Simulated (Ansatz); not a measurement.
Two members of one family (BH3 adduct), computed with Ansatz in the gas phase. The two geometries come from different levels. Binding counts from free atoms in the multiplicity of their measured ground term, without zero-point energy. A dash marks a value that wasn't run or was left out as unsound. The structures are stationary points that may keep the symmetry of their start. Remarks come from the PBE and PBE0 runs and from stability tests at other levels; not every state was tested. HOMO above LUMO (over both spins in singlets and doublets, within one spin in higher multiplets; at PBE or PBE0), or a gap under 0.15 eV within one spin, warns that the state may not be the lowest or that an electron is smeared out.

First: B(NH3)H3 (singlet, charge 0, r2SCAN-D4/def2-TZVP geometry).

```xyz
8

B    -0.2043    0.1011   -0.8129
N     0.1950   -0.0967    0.7758
H    -0.0857   -1.0140    1.1118
H    -0.2620    0.6011    1.3569
H     1.1982   -0.0082    0.9139
H     0.1741    1.2161   -1.0953
H    -1.4083   -0.0246   -0.8521
H     0.3930   -0.7748   -1.3981
```

```tsv
level	HOMO (eV)	LUMO (eV)	gap (eV)	vertical IE (eV)	binding per atom (eV)
r2SCAN-D4/def2-TZVP	-6.73	-0.03	6.70	10.36	3.30
r2SCAN-D4/def2-TZVPD	-6.75	-0.43	6.32	–	3.30
B97M-V/def2-TZVP	-6.82	-0.65	6.17	–	3.31
PBE0-D4/def2-SVP	-7.64	0.61	8.24	–	3.31
PBE0-D4/def2-TZVP	-7.80	-0.01	7.79	10.48	3.30
```

Remarks: gap within one spin near zero at PBE or PBE0 (+1 doublet).

Second: B(PH3)H3 (singlet, charge 0, PBE0-D4/def2-TZVP geometry).

```xyz
8

B    -0.824    0.332    0.641
P     0.614   -0.247   -0.476
H     1.388    0.737   -1.120
H     0.304   -1.065   -1.581
H     1.640   -1.014    0.107
H    -1.535    0.960   -0.108
H    -0.279    0.996    1.492
H    -1.308   -0.700    1.044
```

Problem. Estimate how these quantities change from the first to the second (second minus first).

Solution. 
| level | Δ HOMO (eV) | Δ LUMO (eV) | Δ gap (eV) | Δ vertical IE (eV) | Δ binding per atom (eV) |
| --- | --- | --- | --- | --- | --- |
| r2SCAN-D4/def2-TZVP | -0.88 | -0.10 | 0.78 | 0.53 | -0.31 |
| r2SCAN-D4/def2-TZVPD | -0.86 | 0.26 | 1.12 | – | -0.31 |
| B97M-V/def2-TZVP | -0.86 | 0.27 | 1.13 | – | -0.30 |
| PBE0-D4/def2-SVP | -0.84 | 0.19 | 1.03 | – | -0.35 |
| PBE0-D4/def2-TZVP | -0.82 | 0.44 | 1.26 | 0.54 | -0.33 |
